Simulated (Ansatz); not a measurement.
Ansatz (an electronic-structure program) input (RI-MP2/cc-pVTZ):
A basis named .json is the Basis Set Exchange file of that set.

Ansatz 0.2 input:
```yaml
crystal:
  periodic: [false, false, false]
  atoms:
    - {symbol: C, position_ang: [0.81479888, 1.92924708, -0.00777014]}
    - {symbol: C, position_ang: [0.71633025, 0.41681840, -0.00644526]}
    - {symbol: C, position_ang: [-0.68396967, -0.26204958, 0.00611309]}
    - {symbol: C, position_ang: [-0.64024257, -1.79586882, 0.00618996]}
    - {symbol: H, position_ang: [-1.63532024, -2.25614759, 0.01510746]}
    - {symbol: H, position_ang: [0.29747525, 2.33140678, 0.88496235]}
    - {symbol: H, position_ang: [0.28180331, 2.33087096, -0.89147906]}
    - {symbol: H, position_ang: [-0.09590746, -2.16573186, 0.88202235]}
    - {symbol: H, position_ang: [-0.11144236, -2.16626300, -0.87888645]}
    - {symbol: H, position_ang: [1.24186665, 0.00119532, -0.88684820]}
    - {symbol: H, position_ang: [1.25731985, 0.00172366, 0.86479926]}
    - {symbol: H, position_ang: [-1.24636938, 0.09676764, -0.86431870]}
    - {symbol: H, position_ang: [-1.23092689, 0.09729561, 0.88611510]}
basis:
  gaussian:
    orbitals: cc-pVTZ
    fitting: {mean_field: def2-universal-jkfit, correlation: cc-pVTZ-RIFIT.json}
total_charge: -1
magnetization: {spin_polarized: false}
correlation: {method: mp2, electrons: outside_noble_gas}
```

End of the output:

```
integrals: 0.23 GiB planned
462 factors; integrals over basis functions are off by at most 9.4e-1 eV
mean field: 0.62 GiB planned
mean field evaluation 1: about -4259.6902 eV, gradient 3.1e1 eV
mean field evaluation 2: about -4262.2366 eV, gradient 1.3e1 eV
mean field evaluation 4: about -4262.7321 eV, gradient 6.5e-1 eV
mean field evaluation 8: about -4262.7355 eV, gradient 8.8e-7 eV
mean field -4262.73554294 eV, -156.6526418173 hartree, gradient 8.8e-7 eV, S^2 0.000000; 0 other end points of the search recorded, 0 dependent functions left out
4 core orbitals not correlated
594 factors; their error is unknown
reference -4262.73554294 eV, -156.6526418173 hartree; 13, 13 occupied and 229, 229 virtual orbitals, 594 factors
second order -19.92846343 eV of doubles, -0.00000000 eV of singles
Total energy: -4282.66400638 eV, -157.3849993404 hartree
```

It need not be the lowest isomer of its formula. Whether it binds its extra electron was not tested at this geometry.
